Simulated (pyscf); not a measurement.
HO–As(OH)–OH (SMILES O[As](O)O) + AsH₃ (SMILES [AsH3]) → HO–As(OH)–O–AsH₂ (SMILES O[As](O)O[AsH2]) + H₂ (SMILES [H][H]) (four-centre exchange; singlet surface; H–O, As–H broken, As–O, H–H formed). PySCF, gas phase, ωB97X-D3(BJ)/def2-SVP geometries. Energies in kJ/mol from the separated reactants.

```csv
level,barrier,reaction energy
ωB97X-D3(BJ)/def2-TZVP,?,?
r²SCAN/def2-TZVP,240.5,+40.7
PBE0-D3(BJ)/def2-TZVP,?,+46.3
M06-2X/def2-TZVP,252.1,+28.7
ωB97M-D3(BJ)/def2-TZVP,258.3,+45.3
HF/def2-TZVP,348.6,+60.9
```

**Question.** What belongs in the gaps?

**Answer.** 
- ωB97X-D3(BJ)/def2-TZVP, barrier: 254.7
- ωB97X-D3(BJ)/def2-TZVP, reaction energy: +29.7
- PBE0-D3(BJ)/def2-TZVP, barrier: 243.2

The functionals in the table span 17.9 kJ/mol in this barrier, from r²SCAN to ωB97M-D3(BJ)/def2-TZVP. On the reactant side the descent ends in a complex (not fully relaxed), 17.8 kJ/mol under the separated species and 272.4 kJ/mol under the saddle at ωB97X-D3(BJ)/def2-TZVP. One saddle was located; it need not be the lowest between these sides. Elements up to Kr have no core potential and no relativistic terms here.
